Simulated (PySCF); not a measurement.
Spin-orbit coupling and the first ionisation energy along the third row

Two-component X2C-1e calculated with PySCF 2.14: MP2 on generalised Hartree-Fock spinors (GMP2), with spin-orbit coupling off and on (screened by Boettger's factors); no Breit or QED terms. Values in eV; the references (NIST) lie between the lowest levels. Elements whose determinants are no pure J levels are left out.

| element | configurations | spin-free | with spin-orbit | shift | reference |
| --- | --- | --- | --- | --- | --- |
| Mg (x2c-QZVPPall-2c, [Ne] frozen) | [Ne] 3s2 → [Ne] 3s1 | 7.259 | 7.259 | 0.000 | 7.646 |
| Al (x2c-QZVPPall-2c, [Ne] frozen) | [Ne] 3s2 3p1 → [Ne] 3s2 | 5.837 | 5.846 | 0.009 | 5.986 |
| S (x2c-QZVPPall-2c, [Ne] frozen) | [Ne] 3s2 3p4 → [Ne] 3s2 3p3 | 10.083 | 10.109 | 0.026 | 10.360 |
| Cl (x2c-QZVPPall-2c, [Ne] frozen) | [Ne] 3s2 3p5 → [Ne] 3s2 3p4 | 12.821 | 12.814 | -0.008 | 12.968 |
| Ar (x2c-QZVPPall-2c, [Ne] frozen) | [Ar] → [Ne] 3s2 3p5 | 15.796 | 15.734 | -0.063 | 15.760 |

The largest shift is at Ar, -0.063 eV, where spin-orbit coupling lowers the species with fewer electrons by more than the one with more (starting occupations closed and 3p1/2^2 3p3/2^3).

What remains against the references is mostly the basis and correlation beyond MP2.
